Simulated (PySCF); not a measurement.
# OSi: the cost of one run

Computed with PySCF 2.14.0, with density-fitted response routines of our own, on a single molecule in the gas phase. Atoms count from 0, in the outputs and in this text.

### Step 1. Starting geometry

2 atoms, charge 0, multiplicity 1; geometry from: GFN2-xTB.

Bonds of the start (Å): O0–Si1 1.51.

### Step 2. Relaxing the molecule at PBE0-D3(BJ)/def2-TZVP

Job settings and geometry (Å):

```
{"job": {"xc": "PBE0", "basis": "def2-TZVP", "d3": "d3bj", "grid": 2, "kind": "geom"}, "charge": 0, "multiplicity": 1}
O      0.000000     0.000000     0.000000
Si     0.000000     0.000000     1.508670
```

Q: Estimate the wall time of this first job on 2 threads of Intel Xeon 6975P-C (Granite Rapids), shared host.

About 1.3 s.
